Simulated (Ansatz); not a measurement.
## Forces away from equilibrium

C2H2Li (SMILES [Li][C]=C), doublet, displaced at random from a GFN2-xTB minimum.

Li1  (-2.246, 0.635, -0.673)
C2  (-0.483, 0.216, -0.174)
C3  (0.658, -0.257, 0.100)
H4  (1.124, -1.069, 0.317)
H5  (1.206, 0.615, 0.380)
(Å)

Computed with Ansatz 0.2.0 (basis: def2-TZVPP); correlated methods freeze the cores; orbitals are unrestricted. The outer core shell of Li, Na, Mg and K is correlated.

CCSD(T) forces from the calculation:
```csv
atom,Fx,Fy,Fz (eV/Å)
Li1,-0.041,0.091,-0.011
C2,-4.476,0.172,-1.411
C3,0.494,4.555,0.205
H4,2.372,-5.697,0.886
H5,1.652,0.879,0.331
```

(1) Which atom feels the largest CCSD(T) force, and how large is it?

T1 diagnostic: at most 0.025. ⟨S²⟩ of the unrestricted Hartree–Fock references: 0.81 (a pure state has 0.75). The unrestricted reference is spin-contaminated, which hurts MP2 most. These are differences at one structure, and CCSD(T) in triple zeta is itself an approximation.

Answers

(1) H4, 6.23 eV/Å, along (0.38, -0.91, 0.14).

Root-mean-square difference of the force components from those of CCSD(T): PBE0-D4 0.301; wB97M-V 0.332; r2SCAN-D4 0.283; PBE-D4 0.276; HSE06-D4 0.299; B97M-V 0.358 eV/Å.

For scale, one of the runs: CCSD(T)/def2-TZVPP forces, 109 basis functions (an equivalent command: `ansatz run in.yaml --threads 4`). Hardware: 4 CPU threads, shared host. Wall time 29 s; peak host memory 1.5 GiB.
